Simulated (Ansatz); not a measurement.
A calculation with Ansatz (development build ahead of 0.2.0).

```yaml
crystal:
  periodic: [false, false, false]
  atoms:
    - { symbol: B, position_ang: [0.0, 0.0, -0.87684] }
    - { symbol: F, position_ang: [0.0, 0.0, 0.48713] }
basis:
  gaussian: { orbitals: cc-pVTZ }
hamiltonian:
  xc: hf
correlation:
  method: mp2
  frozen_orbitals: { B: 1, F: 1 }
```

The input is written out in the form of the current development build from the run's settings.

The run gave:

```
Converged                       : yes
Reference energy                : -124.14515 hartree
Correlation energy              : -0.32647 hartree
Total energy                    : -124.47162 hartree
Spin squared of the determinant : 0.000
```
